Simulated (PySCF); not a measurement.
# C₄H₄N₂: magnetic properties

Wanted: magnetic properties for C₄H₄N₂ (`c1cnccn1`).

Programs: PySCF 2.14.0, with routines of our own; each step states its level. All values are computed. Atoms count from 0.

### Step 1. The system as given

10 atoms, charge 0, multiplicity 1; geometry from: GFN2-xTB.

### Step 2. Geometry optimisation at PBE0-D3(BJ)/def2-SVP

Job settings and geometry (Å):

```
{"job": {"xc": "PBE0", "basis": "def2-SVP", "d3": "d3bj", "grid": 1, "kind": "geom"}, "charge": 0, "multiplicity": 1}
C      1.097180    -0.744340     0.032723
C      1.160006     0.643527     0.017819
N      0.063724     1.385006    -0.019024
C     -1.095352     0.745334    -0.038882
C     -1.158291    -0.642512    -0.020771
N     -0.061911    -1.383965     0.013517
H      1.985319    -1.360640     0.060349
H      2.100148     1.177464     0.035139
H     -1.983522     1.361419    -0.069298
H     -2.098418    -1.176638    -0.034100
```

Command:

```sh
> OMP_NUM_THREADS=1 python excited_run.py task.json out
```

The driver reads the jobs from task.json and runs them one after another.

What it wrote:

```text
step   0  E = -263.82238628  max force = 0.010335
step   1  E = -263.82344283  max force = 0.001283
step   2  E = -263.82344944  max force = 0.000163
optimisation converged
```

Run time: 14 s. Hardware: 1 thread of Arm Neoverse N1, shared host; peak memory 0.46 GiB.

The steps of the relaxation:

| step | energy from step 0 (eV) | largest force component (eV/Å) |
| --- | --- | --- |
| 0 | 0.0000 | 0.5314 |
| 1 | -0.0288 | 0.0660 |
| 2 | -0.0289 | 0.0084 |

Distances of close pairs at the start and the end, largest changes first:

| bond | before (Å) | after (Å) | change (Å) |
| --- | --- | --- | --- |
| C1–H7 | 1.081 | 1.096 | +0.015 |
| C4–H9 | 1.081 | 1.096 | +0.015 |
| C3–H8 | 1.081 | 1.096 | +0.015 |
| C0–H6 | 1.081 | 1.096 | +0.014 |
| C0–C1 | 1.389 | 1.397 | +0.007 |
| C3–C4 | 1.389 | 1.397 | +0.007 |
| C0–N5 | 1.324 | 1.329 | +0.005 |
| C1–N2 | 1.324 | 1.329 | +0.005 |

The final coordinates are the input of the step that follows.

| at the end point | value |
| --- | --- |
| point group (found at 0.08 Å tolerance) | D2h |
| rotational constants (GHz, main isotopes) | 6.430, 5.974, 3.097 |
| dipole moment (D) | 0.00 |

### Step 3. Magnetic properties: GIAO B3LYP/IGLO-II

Job settings and geometry (Å):

```
{"job": {"kind": "mag", "xc": "B3LYP", "basis": "IGLO-II"}, "charge": 0, "multiplicity": 1}
C      1.101879    -0.749301     0.032779
C      1.166138     0.645867     0.013981
N      0.070053     1.397248    -0.024025
C     -1.090699     0.749363    -0.043076
C     -1.154960    -0.645805    -0.024282
N     -0.058869    -1.397165     0.013707
H      2.017073    -1.351246     0.064112
H      2.132794     1.161830     0.029962
H     -2.005898     1.351328    -0.073949
H     -2.121609    -1.161765    -0.040715
```

Method: GIAO B3LYP/IGLO-II magnetisability, rotational g tensor and spin-rotation constants, non-relativistic, gas phase.

What it wrote:

```text
coarse grid: 8952 points
cycle   1  E = -264.3733097172  dE =  1.001e+00  |g| = 3.061e-01  |ddm| = 2.743e+00
cycle   2  E = -264.3642593698  dE =  9.050e-03  |g| = 3.817e-01  |ddm| = 7.577e-01
cycle   3  E = -264.3938312935  dE = -2.957e-02  |g| = 8.321e-02  |ddm| = 3.696e-01
cycle   4  E = -264.3950737254  dE = -1.242e-03  |g| = 2.047e-02  |ddm| = 4.888e-02
cycle   5  E = -264.3951672651  dE = -9.354e-05  |g| = 5.425e-03  |ddm| = 1.992e-02
cycle   6  E = -264.3951735825  dE = -6.317e-06  |g| = 3.674e-04  |ddm| = 4.428e-03
final grid: 88304 points
cycle   7  E = -264.3836820186  dE = -3.923e-05  |g| = 3.998e-03  |ddm| = 2.239e-02
cycle   8  E = -264.3836814539  dE =  5.648e-07  |g| = 4.236e-03  |ddm| = 6.832e-03
cycle   9  E = -264.3836853941  dE = -3.940e-06  |g| = 8.735e-04  |ddm| = 3.627e-03
cycle  10  E = -264.3836855335  dE = -1.393e-07  |g| = 2.872e-04  |ddm| = 7.062e-04
cycle  11  E = -264.3836855504  dE = -1.696e-08  |g| = 2.610e-05  |ddm| = 2.034e-04
cycle  12  E = -264.3836855505  dE = -1.166e-10  |g| = 4.923e-06  |ddm| = 2.500e-05
converged SCF energy = -264.3836855505

Magnetisability tensor (1e-30 J/T^2)
     -315.83       -5.22       25.78
       -5.22     -435.29      -13.64
       25.78      -13.64    -1359.50
isotropic -703.54   principal values   -1360.33   -435.35   -314.94
isotropic susceptibility -42.368 1e-6 cm^3/mol

Inertial axes            a          b          c
rot. const./GHz      6.4300     5.9744     3.0969
chi total           -26.218    -18.966    -81.921
chi diamagnetic    -258.666   -261.121   -456.239
chi paramagnetic    232.449    242.155    374.318
quadrupole/D A       -9.866     11.518     -1.652
g nuclear            0.6128     0.5410     0.5756
g electronic        -0.7022    -0.6797    -0.5446
g total             -0.0893    -0.1387     0.0310

Spin-rotation constants (kHz, H = +C I.J)
atom  isotope        aa         bb         cc
  2    14N        1.488      2.075      0.014
  5    14N        1.488      2.075      0.014
  6     1H       -0.326      0.405     -0.283
  7     1H       -0.328      0.407     -0.283
  8     1H       -0.326      0.405     -0.283
  9     1H       -0.328      0.407     -0.283
  0    13C*       2.682      2.795      0.494
* in the singly substituted isotopologue
```

Wall time 25 s (1 thread of Arm Neoverse N1, shared host); peak memory 0.72 GiB.

Key values:

| quantity | value |
| --- | --- |
| magnetisability | -704·10⁻³⁰ J/T² |
| molar susceptibility | -42.4·10⁻⁶ cm³/mol |
| rotational g (a, b, c) | -0.0893, -0.1387, 0.0310 |

Orbitals, density, ELF and potential are computed afterwards from the orbital file.

Frontier orbitals at B3LYP/IGLO-II, with the share of their density that lies nearest to each atom:

| orbital | energy (eV) | lies on |
| --- | --- | --- |
| HOMO | -7.03 | N2, N5 about 32 % each; 4 C atoms about 6 % each |
| LUMO | -1.69 | N2, N5 about 27 % each; 4 C atoms about 9 % each |

ELF in a plane through or near 10 of the atoms.

Ten even steps from '0' (0.00) to '9' (1.00):
```
0000000000000000000000000000
0000000000000000000000000000
0000000000014663100000000000
0000001000037997300010000000
0000036520038998300256300000
0000299995137997315999920000
0000599999457327549999950000
0000599999149559429999950000
0000046775615555284776500000
0000000136885005896310000000
0000000136885005886310000000
0000056774615555164776400000
0000599998248558418999950000
0000699999457347549999950000
0000299995037997315999920000
0000036620038998300256300000
0000000000037997300011000000
0000000000013664100000000000
0000000000000000000000000000
0000000000000000000000000000
```
The map spans 9.3 Å across and 8.0 Å up, centred on the molecule. Atoms in the plane (x, y in Å): C0 (-1.1, -0.7), C1 (-1.1, 0.7), N2 (0.0, 1.4), C3 (1.1, 0.7), C4 (1.1, -0.7), N5 (0.0, -1.4), H6 (-2.1, -1.3), H7 (-2.1, 1.3), H8 (2.1, 1.3), H9 (2.1, -1.3).

On the surface of density 0.002 e/bohr³ the electrostatic potential runs, from the 1st to the 99th percentile, from -1.51 V near N2 to 1.15 V near H8.

### Step 4. Magnetic properties: GIAO B3LYP/cc-pVDZ

Settings changed since step 3:

```diff
@@ -1,2 +1,2 @@
-{"job": {"kind": "mag", "xc": "B3LYP", "basis": "IGLO-II"}, "charge": 0, "multiplicity": 1}
+{"job": {"kind": "mag", "xc": "B3LYP", "basis": "cc-pVDZ"}, "charge": 0, "multiplicity": 1}
 C      1.101879    -0.749301     0.032779
```

Method: GIAO B3LYP/cc-pVDZ magnetisability, rotational g tensor and spin-rotation constants, non-relativistic, gas phase.

What it wrote:

```text
coarse grid: 8952 points
cycle   1  E = -264.2901690926  dE =  1.038e+00  |g| = 2.831e-01  |ddm| = 6.443e+00
cycle   2  E = -264.2810324881  dE =  9.137e-03  |g| = 3.680e-01  |ddm| = 1.145e+00
cycle   3  E = -264.3105572484  dE = -2.952e-02  |g| = 6.586e-02  |ddm| = 5.543e-01
cycle   4  E = -264.3114603996  dE = -9.032e-04  |g| = 1.633e-02  |ddm| = 1.158e-01
cycle   5  E = -264.3115257087  dE = -6.531e-05  |g| = 4.182e-03  |ddm| = 3.588e-02
cycle   6  E = -264.3115297435  dE = -4.035e-06  |g| = 2.542e-04  |ddm| = 5.668e-03
final grid: 88304 points
cycle   7  E = -264.3322697681  dE = -2.014e-05  |g| = 3.978e-03  |ddm| = 4.075e-02
cycle   8  E = -264.3322694158  dE =  3.523e-07  |g| = 4.304e-03  |ddm| = 1.596e-02
cycle   9  E = -264.3322739787  dE = -4.563e-06  |g| = 7.317e-04  |ddm| = 7.820e-03
cycle  10  E = -264.3322740927  dE = -1.140e-07  |g| = 1.779e-04  |ddm| = 1.126e-03
cycle  11  E = -264.3322740992  dE = -6.505e-09  |g| = 1.949e-05  |ddm| = 2.114e-04
cycle  12  E = -264.3322740992  dE = -8.367e-11  |g| = 4.743e-06  |ddm| = 3.286e-05
converged SCF energy = -264.3322740992

Magnetisability tensor (1e-30 J/T^2)
     -306.13       -6.07       26.04
       -6.07     -444.07      -13.54
       26.04      -13.54    -1359.89
isotropic -703.36   principal values   -1360.73   -444.17   -305.19
isotropic susceptibility -42.357 1e-6 cm^3/mol

Inertial axes            a          b          c
rot. const./GHz      6.4300     5.9744     3.0969
chi total           -26.748    -18.379    -81.945
chi diamagnetic    -258.287   -259.248   -455.200
chi paramagnetic    231.539    240.869    373.255
quadrupole/D A       -8.646     10.200     -1.554
g nuclear            0.6128     0.5410     0.5756
g electronic        -0.6994    -0.6761    -0.5431
g total             -0.0866    -0.1351     0.0325

Spin-rotation constants (kHz, H = +C I.J)
atom  isotope        aa         bb         cc
  2    14N        1.373      1.937      0.009
  5    14N        1.373      1.937      0.009
  6     1H       -0.325      0.419     -0.278
  7     1H       -0.328      0.421     -0.278
  8     1H       -0.325      0.419     -0.278
  9     1H       -0.328      0.422     -0.278
  0    13C*       2.491      2.597      0.433
* in the singly substituted isotopologue
```

Wall time 14 s (1 thread of Arm Neoverse N1, shared host); peak memory 0.53 GiB.

Key values:

| quantity | value |
| --- | --- |
| magnetisability | -703·10⁻³⁰ J/T² |
| molar susceptibility | -42.4·10⁻⁶ cm³/mol |
| rotational g (a, b, c) | -0.0866, -0.1351, 0.0325 |

### Step 5. Magnetic properties: GIAO B3LYP/6-31++G**

Settings changed since step 4:

```diff
@@ -1,2 +1,2 @@
-{"job": {"kind": "mag", "xc": "B3LYP", "basis": "cc-pVDZ"}, "charge": 0, "multiplicity": 1}
+{"job": {"kind": "mag", "xc": "B3LYP", "basis": "6-31++G**"}, "charge": 0, "multiplicity": 1}
 C      1.101879    -0.749301     0.032779
```

With the program's defaults for keys left out, this is: GIAO B3LYP/6-31++G** magnetisability, rotational g tensor and spin-rotation constants, non-relativistic, gas phase.

What it wrote:

```text
coarse grid: 8952 points
cycle   1  E = -264.3566434111  dE =  1.013e+00  |g| = 2.702e-01  |ddm| = 3.727e+00
cycle   2  E = -264.3484695150  dE =  8.174e-03  |g| = 3.507e-01  |ddm| = 1.226e+00
cycle   3  E = -264.3759056864  dE = -2.744e-02  |g| = 6.776e-02  |ddm| = 4.584e-01
cycle   4  E = -264.3768307784  dE = -9.251e-04  |g| = 1.664e-02  |ddm| = 7.351e-02
cycle   5  E = -264.3768983622  dE = -6.758e-05  |g| = 4.543e-03  |ddm| = 3.927e-02
cycle   6  E = -264.3769032076  dE = -4.845e-06  |g| = 2.468e-04  |ddm| = 1.543e-02
final grid: 88304 points
cycle   7  E = -264.3282739287  dE = -2.043e-05  |g| = 4.016e-03  |ddm| = 6.893e-02
cycle   8  E = -264.3282727130  dE =  1.216e-06  |g| = 4.732e-03  |ddm| = 9.483e-03
cycle   9  E = -264.3282782156  dE = -5.503e-06  |g| = 8.426e-04  |ddm| = 5.937e-03
cycle  10  E = -264.3282783689  dE = -1.533e-07  |g| = 1.877e-04  |ddm| = 1.066e-03
cycle  11  E = -264.3282783762  dE = -7.276e-09  |g| = 2.093e-05  |ddm| = 4.243e-04
cycle  12  E = -264.3282783763  dE = -8.885e-11  |g| = 5.883e-06  |ddm| = 8.875e-05
converged SCF energy = -264.3282783763

Magnetisability tensor (1e-30 J/T^2)
     -323.23       -4.72       25.61
       -4.72     -431.94      -13.68
       25.61      -13.68    -1360.07
isotropic -705.08   principal values   -1360.90   -431.97   -322.37
isotropic susceptibility -42.461 1e-6 cm^3/mol

Inertial axes            a          b          c
rot. const./GHz      6.4300     5.9744     3.0969
chi total           -26.014    -19.413    -81.955
chi diamagnetic    -258.930   -261.867   -456.799
chi paramagnetic    232.916    242.453    374.844
quadrupole/D A      -10.307     11.896     -1.589
g nuclear            0.6128     0.5410     0.5756
g electronic        -0.7036    -0.6805    -0.5454
g total             -0.0907    -0.1395     0.0302

Spin-rotation constants (kHz, H = +C I.J)
atom  isotope        aa         bb         cc
  2    14N        1.348      1.873      0.010
  5    14N        1.348      1.873      0.010
  6     1H       -0.310      0.416     -0.272
  7     1H       -0.312      0.418     -0.272
  8     1H       -0.310      0.416     -0.272
  9     1H       -0.312      0.418     -0.272
  0    13C*       2.467      2.541      0.443
* in the singly substituted isotopologue
```

Run time: 19 s. Hardware: 1 thread of Arm Neoverse N1, shared host; peak memory 0.6 GiB.

From this job:

| quantity | value |
| --- | --- |
| magnetisability | -705·10⁻³⁰ J/T² |
| molar susceptibility | -42.5·10⁻⁶ cm³/mol |
| rotational g (a, b, c) | -0.0907, -0.1395, 0.0302 |

### Step 6. Magnetic properties side by side

| level | ξ (10⁻³⁰ J/T²) | g(a) | g(b) | gap (eV) | functions | time |
| --- | --- | --- | --- | --- | --- | --- |
| GIAO B3LYP/IGLO-II | -704 | -0.0893 | -0.1387 | 5.34 | 156 | 25 s |
| GIAO B3LYP/cc-pVDZ | -703 | -0.0866 | -0.1351 | 5.37 | 104 | 14 s |
| GIAO B3LYP/6-31++G** | -705 | -0.0907 | -0.1395 | 5.32 | 132 | 19 s |

### Step 7. Results

```
                                           quantity                     value
                                        point group                       D2h
               rotational constants (main isotopes)      6.43, 5.97, 3.10 GHz
       magnetisability (step 3, GIAO B3LYP/IGLO-II)           -704·10⁻³⁰ J/T²
  molar susceptibility (step 3, GIAO B3LYP/IGLO-II)        -42.4·10⁻⁶ cm³/mol
rotational g (a, b, c) (step 3, GIAO B3LYP/IGLO-II)  -0.0893, -0.1387, 0.0310
              surface potential, 1st and 99th percentile        -1.51 V and 1.15 V
                    magnetisability over the levels   -705 to -703·10⁻³⁰ J/T²
```

**Reading.** Relaxing lowered the energy by 0.029 eV in 2 steps; the close pair that moved most is C1–H7, from 1.081 to 1.096 Å. No frequency check was run at this level, so the end point may be a saddle. The magnetisability spreads by 0.2 % over 3 levels, from GIAO B3LYP/6-31++G** (19 s) to GIAO B3LYP/cc-pVDZ (14 s); the runs took 14 s to 25 s. Vibrational averaging and real surroundings are missing from these values.
